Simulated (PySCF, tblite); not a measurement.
Species: CH₆B₂.
Atom-mapped SMILES: `[BH2:1][CH2:2][BH2:3]` (hydrogens: H4, H5 on B1; H6, H7 on C2; H8, H9 on B3)

Computed with GFN2-xTB (tblite), gas phase: Langevin dynamics at 200 K from the optimised GFN2-xTB geometry, time step 0.5 fs, friction 0.01 fs⁻¹, 2000 steps. Over the second half of the run the saved frames average 202 K.

Frame at 250 fs, instantaneous temperature 345 K:
```
atom  x, y, z in Å
B1     -0.968    0.492    0.240
C2     -0.264   -0.898    0.025
B3      1.319   -0.813    0.233
H4     -1.326    1.186   -0.666
H5     -1.452    0.962    1.229
H6     -0.545   -1.502    0.865
H7     -0.555   -1.277   -0.951
H8      2.036   -1.121   -0.655
H9      1.820   -0.418    1.151
```

Frame at 425 fs, instantaneous temperature 191 K:
```
atom  x, y, z in Å
B1     -0.985    0.191    0.096
C2     -0.295   -1.164   -0.459
B3      1.171   -1.162    0.078
H4     -1.466    0.950   -0.638
H5     -1.117    0.409    1.243
H6     -0.908   -1.915    0.053
H7     -0.440   -1.228   -1.521
H8      2.055   -0.856   -0.639
H9      1.495   -1.415    1.122
```

Frame at 625 fs, instantaneous temperature 142 K:
```
atom  x, y, z in Å
B1     -1.528    0.552    0.210
C2     -1.036   -0.985    0.064
B3      0.477   -1.044   -0.018
H4     -1.621    1.213   -0.761
H5     -1.621    1.032    1.224
H6     -1.457   -1.557    0.907
H7     -1.538   -1.314   -0.821
H8      1.142   -0.556   -0.898
H9      1.071   -1.760    0.762
```

Frame at 800 fs, instantaneous temperature 163 K:
```
atom  x, y, z in Å
B1     -2.281    0.887    0.261
C2     -1.481   -0.461    0.115
B3      0.043   -0.506    0.357
H4     -2.804    1.351   -0.736
H5     -2.401    1.357    1.338
H6     -1.898   -1.067    0.886
H7     -1.631   -0.867   -0.912
H8      0.775   -0.360   -0.549
H9      0.492   -0.562    1.465
```

Frame at 1000 fs, instantaneous temperature 192 K:
```
atom  x, y, z in Å
B1     -2.304    1.107    0.892
C2     -1.926   -0.012   -0.179
B3     -0.389   -0.429   -0.177
H4     -1.990    2.247    0.706
H5     -2.953    0.784    1.832
H6     -2.621   -0.861   -0.064
H7     -2.056    0.487   -1.163
H8      0.382    0.412   -0.232
H9     -0.121   -1.545   -0.214
```

**Question.** What do single points at PBE0/def2-SVPD (PySCF, gas phase, TDDFT, vertical, frozen core in the response) give on these frames?

**Answer.** 
```tsv
t (fs)	GFN2-xTB E above start (eV)	DFT E above lowest frame (eV)	HOMO (eV)	LUMO (eV)	dipole (D)	S1 (eV)	f(S1)
250	0.27	0.20	-8.69	-1.89	0.72	5.16	0.000
425	0.13	0.07	-9.03	-2.04	0.71	5.37	0.019
625	0.22	0.14	-8.58	-2.06	0.91	4.92	0.009
800	0.17	0.00	-8.80	-1.72	0.73	5.46	0.001
1000	0.13	0.03	-8.84	-1.75	0.53	5.42	0.009
```

The two levels order the frames alike by energy but for pairs within 0.08 eV at one level; measured from each level's lowest frame they differ by 0.07 eV at most. The HOMO–LUMO gap runs from 6.52 to 7.09 eV. These are instantaneous structures, not minima.

What follows is the cost of the whole dynamics run. Time: 5.5 s; peak memory 0.19 GiB. Hardware: one thread of an Intel Xeon 6975P-C, no GPU, on a shared host.
